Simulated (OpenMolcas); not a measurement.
**triplet BSiH5: levels of theory compared**

Aim: a comparison of 5 runs (UHF/STO-3G, UB3LYP/def2-TZVP, UBHLYP/def2-TZVP, UPBE0/def2-TZVP, USVWN5/def2-TZVP) of triplet BSiH5. 

Program for the calculation: OpenMolcas 26.06.

## 1. Starting point

BSiH5 has 7 atoms, charge 0, and is taken as a triplet. SMILES of the parent species: `B[SiH3]`. The coordinates come from a PBE0-D4/def2-TZVP relaxation. That shape belongs to the parent species and isn't relaxed for this state.

Bond lengths: B1–Si2 2.010 Å, B1–H3 1.196 Å, B1–H4 1.195 Å, Si2–H5 1.492 Å, Si2–H6 1.492 Å, Si2–H7 1.487 Å. Angles: B1–Si2–H5 108.8°, B1–Si2–H6 108.8°, B1–Si2–H7 115.1°, Si2–B1–H3 118.9°, Si2–B1–H4 123.6°, H5–Si2–H6 107.3°, H5–Si2–H7 108.3°, H6–Si2–H7 108.3°, H3–B1–H4 117.5°.

## 2. The energy at UHF/STO-3G (run 1)

The input, run.input:

```
&gateway
baslib=$CurrDir
coord
7
angstrom
B       -0.043200      -1.189000       0.204300
Si       0.089100       0.785300      -0.148500
H       -1.126000      -1.690600       0.290100
H        0.906400      -1.902500       0.335400
H       -0.616000       1.093400      -1.427200
H       -0.623600       1.516700       0.939600
H        1.474500       1.318800      -0.239500
basis=STO-3G
group=NoSym
&seward
&scf
uhf
spin=3
thresholds=1e-10 1e-07 1e-07 1e-05
prorbitals=1 2
```

The basis set STO-3G is read from a file made from the Basis Set Exchange's data (not shown).

Command:

```sh
$ export MOLCAS_MEM=1860
$ pymolcas run.input > run.log
```

Log:

```text
--- Start Module: gateway ---
[...]
--- Stop Module: gateway /rc=_RC_ALL_IS_WELL_ ---
--- Start Module: seward ---
[...]
      Basis functions           19
--- Stop Module: seward /rc=_RC_ALL_IS_WELL_ ---
--- Start Module: scf ---
[...]
       Convergence after  18 Iterations
[...]
::    Total SCF energy                               -312.6664945185
[...]
      Total spin, S                                     1.0029286983
[...]
      Total electronic charge=   24.000000
      Total            charge=   -0.000000
[...]
      Dipole Moment (debye):
      Origin of the operator (angstrom)=    0.0462    0.2094   -0.0456
                   X=  3.8468E-01               Y=  3.0925E+00               Z= -5.5203E-01           Total=  3.1648E+00
      Quadrupole Moment (debye*angstrom):
[...]
--- Stop Module: scf /rc=_RC_ALL_IS_WELL_ ---
[...]
```

Run time: 2.7 s. Hardware: 1 thread of Intel Xeon Platinum 8259CL at 2.50GHz (Skylake/Cascade Lake), shared host; peak memory 0.37 GiB.

## 3. The energy at UB3LYP/def2-TZVP (run 2)

The input, calc.inp:

```
>>> EXPORT MOLCAS_PRINT=2
&GATEWAY
BasLib=$CurrDir
Coord
7
bohr
B     -0.08163617    -2.24688436     0.38607105
Si     0.16837460     1.48400193    -0.28062433
H     -2.12783162    -3.19477099     0.54820955
H      1.71284776    -3.59520395     0.63381414
H     -1.16407129     2.06622654    -2.69701713
H     -1.17843321     2.86614761     1.77558667
H      2.78640117     2.49217081    -0.45258941
Basis=def2-TZVP
Group=NoSym
&SEWARD
GridInput
Grid=UltraFine
End of Grid
&SCF
UHF
Spin=3
KSDFT=B3LYP
Thresholds=1e-10 1e-07 1e-07 1e-05
PrOrbitals=1
```

The basis set def2-TZVP is read from a file made from the Basis Set Exchange's data (not shown).

Command:

```sh
$ export MOLCAS_MEM=1860
$ pymolcas calc.inp > calc.log
```

Log:

```text
--- Start Module: gateway ---
[...]
--- Stop Module: gateway /rc=_RC_ALL_IS_WELL_ ---
--- Start Module: seward ---
[...]
      Basis functions           98
--- Stop Module: seward /rc=_RC_ALL_IS_WELL_ ---
[...]
--- Start Module: scf ---
[...]
       Convergence after  19 Iterations
[...]
::    Total KS-DFT energy                            -317.2168455151
[...]
      Total spin, S                                     1.0014749507
[...]
      Total electronic charge=   24.000000
      Total            charge=   -0.000000
[...]
      Dipole Moment (debye):
      Origin of the operator (angstrom)=    0.0462    0.2094   -0.0456
                   X=  1.4330E-01               Y=  1.6791E+00               Z= -2.9979E-01           Total=  1.7117E+00
      Quadrupole Moment (debye*angstrom):
[...]
--- Stop Module: scf /rc=_RC_ALL_IS_WELL_ ---
[...]
```

Wall time 71 s (1 thread of Intel Xeon Platinum 8259CL at 2.50GHz (Skylake/Cascade Lake), shared host); peak memory 0.55 GiB.

Runs 3 to 4 aren't shown in full; the table further down has their settings and results.

## 4. The energy at USVWN5/def2-TZVP (run 5)

The input, calc.inp:

```
* BH5Si Kohn-Sham DFT

&GATEWAY
  BasLib = $CurrDir
  Coord
  7
  bohr
  B     -0.08163617    -2.24688436     0.38607105
  Si     0.16837460     1.48400193    -0.28062433
  H     -2.12783162    -3.19477099     0.54820955
  H      1.71284776    -3.59520395     0.63381414
  H     -1.16407129     2.06622654    -2.69701713
  H     -1.17843321     2.86614761     1.77558667
  H      2.78640117     2.49217081    -0.45258941
  Basis = def2-TZVP
  Group = NoSym

&SEWARD
  GridInput
  Grid=UltraFine
  End of Grid

&SCF
  UHF
  Spin = 3
  KSDFT = SVWN5
  Thresholds = 1e-10 1e-07 1e-07 1e-05
  PrOrbitals = 1 1
```

The basis set def2-TZVP is read from a file made from the Basis Set Exchange's data (not shown).

Command:

```sh
$ export MOLCAS_MEM=1860
$ pymolcas calc.inp > calc.log
```

Log:

```text
--- Start Module: gateway ---
[...]
--- Stop Module: gateway /rc=_RC_ALL_IS_WELL_ ---
--- Start Module: seward ---
[...]
      Basis functions           98
--- Stop Module: seward /rc=_RC_ALL_IS_WELL_ ---
[...]
--- Start Module: scf ---
[...]
       Convergence after  18 Iterations
[...]
::    Total KS-DFT energy                            -315.6821403107
[...]
      Total spin, S                                     1.0011094489
[...]
      Total electronic charge=   24.000000
      Total            charge=   -0.000000
[...]
      Dipole Moment (debye):
      Origin of the operator (angstrom)=    0.0462    0.2094   -0.0456
                   X=  1.1240E-01               Y=  1.6121E+00               Z= -2.8792E-01           Total=  1.6414E+00
      Quadrupole Moment (debye*angstrom):
[...]
--- Stop Module: scf /rc=_RC_ALL_IS_WELL_ ---
[...]
```

Run time: 41 s. Hardware: 1 thread of Intel Xeon Platinum 8259CL at 2.50GHz (Skylake/Cascade Lake), shared host; peak memory 0.55 GiB.

## 5. All runs side by side

```csv
run,level,integration grid,energy (Eh),dipole moment (D),HOMO energy (eV),⟨S²⟩,wall time
1,UHF/STO-3G,–,-312.666495,3.16,-5.36,2.009,2.7 s
2,UB3LYP/def2-TZVP,UltraFine,-317.216846,1.71,-4.89,2.004,71 s
3,UBHLYP/def2-TZVP,UltraFine,-317.165284,1.79,-6.02,2.006,71 s
4,UPBE0/def2-TZVP,UltraFine,-317.019568,1.71,-5.23,2.006,72 s
5,USVWN5/def2-TZVP,UltraFine,-315.682140,1.64,-4.15,2.003,41 s
```

## 6. Results

| quantity | value |
| --- | --- |
| run 5: total energy | -315.68214 Eh |
| run 5: dipole moment | 1.64 D |
| run 5: HOMO energy (highest over α and β) | -4.15 eV |
| run 5: ⟨S²⟩ | 2.003 |

**Reading.** The dipole moment (its size) runs from 1.64 D (USVWN5/def2-TZVP) to 3.16 D (UHF/STO-3G). The two ends differ in method and basis. Totals of different functionals can't be ranked against each other. In run 1 the basis is minimal, so the values are rough. All runs together took 4.3 min, the longest 72 s.
